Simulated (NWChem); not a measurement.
Ionisation of formic acid (CH2O2)

```
C
O 1 1.1959
O 1 1.3318 2 125.14
H 3 0.9717 1 107.03 2 0.00
H 1 1.1106 2 125.16 3 180.00
```
Charge 0, spin multiplicity 1.

All runs are NWChem calculations. The geometry was optimised at PBE0/def2-SVP, a minimum by its harmonic frequencies. It is one conformer; others weren't searched.

Basis set: def2-TZVPD. −ε marks an orbital energy of the parent.

B3LYP has NWChem's definition, with VWN1-RPA local correlation.

Q: One of these methods gave a first vertical ionisation energy of 12.91 eV. Which?
(A) −ε(HOMO) of LDA (SVWN5)
(B) −ε(HOMO) of PBE
(C) −ε(HOMO) of B3LYP
(D) −ε(HOMO) of HF

A: D, −ε(HOMO) of HF. The others give 8.37 (−ε(HOMO) of B3LYP), 7.12 (−ε(HOMO) of LDA (SVWN5)), 6.94 (−ε(HOMO) of PBE).
